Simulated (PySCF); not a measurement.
Work out the structure from these simulated measurements.

Elements present: B, H and N. Monoisotopic mass: 46.0702 u.

| Quantity | Value |
| --- | --- |
| Dipole | 3.76 D [CAM-B3LYP/def2-SVPD] |
| UV, first state | lowest singlet excitation: 5.67 eV (219 nm, f = 0.075) [TDDFT CAM-B3LYP/def2-SVPD] |
| XPS | B1s 194.4, N1s 403.5, N1s 407.4 eV [ΔSCF SCAN, pcX-2 on the ionised atom, pcseg-1 elsewhere, spin-free X2C] |
| Rotational structure | rotational constants A, B, C: 28.989, 7.822, 6.985 GHz [PBE0-D3(BJ)/def2-SVP] |
| Polarisability | 40.8 au [CAM-B3LYP/def2-SVPD] |
| Couplings | largest of the computed one-bond spin–spin couplings (means over like bonds): 11B–1H +111.6 (×2), 15N–1H -72.3 (×2), 15N–1H -70.4 (×3), 15N–11B -22.5, 15N–11B -0.5 Hz [B3LYP/pcJ-1] |

Gas-phase values; electronic properties from PySCF, density fitting. Levels stand in brackets. One conformer (not necessarily the lowest) at the PBE0-D3(BJ)/def2-SVP geometry, without solvent, vibrations or thermal averaging.

**Question.** Which formula fits the mass and the elements?

**Answer.** BH7N2 (calculated 46.0702). No other formula that holds each of these elements comes within 0.0003 u with a fitting electron parity and a possible valence count.

**Question.** Propose a structure and show how it fits.

**Answer.** Numbering: `[NH2:1][BH2-:2][NH3+:3]`. The couplings run between: +111.6 Hz, four-coordinate boron [B2] and its hydrogen (with 1 like pair); -72.3 Hz, boron-bound nitrogen [N1] and its hydrogen (with 1 like pair); -70.4 Hz, nitrogen bonded to B and 3 H [N3] and its hydrogen (with 2 like pairs); -22.5 Hz, boron-bound nitrogen [N1] and four-coordinate boron [B2]; -0.5 Hz, nitrogen bonded to B and 3 H [N3] and four-coordinate boron [B2]. The core levels belong to: B1s 194.4 eV, four-coordinate boron [B2]; N1s 403.5 eV, boron-bound nitrogen [N1]; N1s 407.4 eV, nitrogen bonded to B and 3 H [N3]. The optimised geometry has point group Cs and is an asymmetric top. Structure: `N[BH2-][NH3+]`. The assignments are read from this structure; whether some other isomer fits the data as well wasn't checked.

Shape of the structure used: `[NH2:1][BH2-:2][NH3+:3]`: H–N1–B2–N3 -116°, H–N1–B2–N3 116°.
